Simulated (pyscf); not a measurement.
**Multi-bond step: HO–Nb(F)(F)(F)–Cl (SMILES [OH][Nb]([F])([F])([F])[Cl]) → O=NbH(F)–F (SMILES [O]=[NbH]([F])[F]) + F–Cl (SMILES FCl)**

Gas phase, singlet surface, charge 0. Bonds broken: O1–H7, Nb2–F3, Nb2–Cl6. Bonds formed: Nb2–H7, F3–Cl6. Structures and frequencies: ωB97X-D3(BJ)/def2-SVP in PySCF.

Transition state (Å):

```xyz
7

O     -0.0665     1.0161    -1.1510
Nb    -0.1146     0.1986     0.3778
F      0.5095     1.9501     1.3349
F      0.7590    -1.4416     0.4027
F     -1.4901     0.4267     1.6280
Cl     2.2036     1.5066     0.2677
H     -1.4726    -0.3645    -0.6114
```

One imaginary mode, 546i cm⁻¹; descent along it reached the two sides named, in the forms told below.

```csv
bond,change,reactant side (Å),saddle,product side
O1–H7,breaks,0.962,2.043,2.7
Nb2–F3,breaks,1.867,2.091,2.591
Nb2–Cl6,breaks,2.300,2.7,3.6
Nb2–H7,forms,2.7,1.772,1.765
F3–Cl6,forms,2.9,2.051,1.659
```

Electronic energies relative to the reactant's lowest minimum found (eV):

```tsv
level	barrier	reaction energy	reverse barrier
ωB97X-D3(BJ)/def2-TZVP	7.81	+5.71	2.10
PBE/def2-TZVP	6.19	+5.40	0.79
r²SCAN/def2-TZVP	6.73	+5.85	0.88
B3LYP-D3(BJ)/def2-TZVP	6.94	+5.55	1.39
PBE0-D3(BJ)/def2-TZVP	7.22	+5.65	1.57
M06-2X/def2-TZVP	7.84	+5.61	2.23
ωB97M-D3(BJ)/def2-TZVP	7.65	+5.47	2.18
```

With ωB97M-D3(BJ)/def2-TZVP energies and thermal terms (ideal gas, 1 atm, RRHO with modes under 100 cm⁻¹ raised to 100, one conformer, R ln 2 for chiral ones without a mode under 150 cm⁻¹), in eV:

```json
[
 {"T (K)": "298", "ΔH‡": "7.48", "ΔG‡": "7.49", "ΔH": "+5.32", "ΔG": "+4.86"},
 {"T (K)": "600", "ΔH‡": "7.46", "ΔG‡": "7.50", "ΔH": "+5.28", "ΔG": "+4.41"},
 {"T (K)": "900", "ΔH‡": "7.45", "ΔG‡": "7.53", "ΔH": "+5.25", "ΔG": "+3.98"},
 {"T (K)": "1200", "ΔH‡": "7.43", "ΔG‡": "7.56", "ΔH": "+5.22", "ΔG": "+3.56"}
]
```

On the product side the descent ends in a complex (not fully relaxed), 0.18 eV under the separated species and 2.28 eV under the saddle at ωB97X-D3(BJ)/def2-TZVP. The same reactants have a lower exit, to O=Nb(F)(F)–F + HCl (barrier +0.96 eV at ωB97M-D3(BJ)/def2-TZVP, against +7.65 eV here). One saddle was located; it need not be the lowest between these sides. One closed-shell reference is unstable to symmetry breaking; treat the single-reference values with care. Elements past Kr carry the def2 core potentials, without spin-orbit coupling.
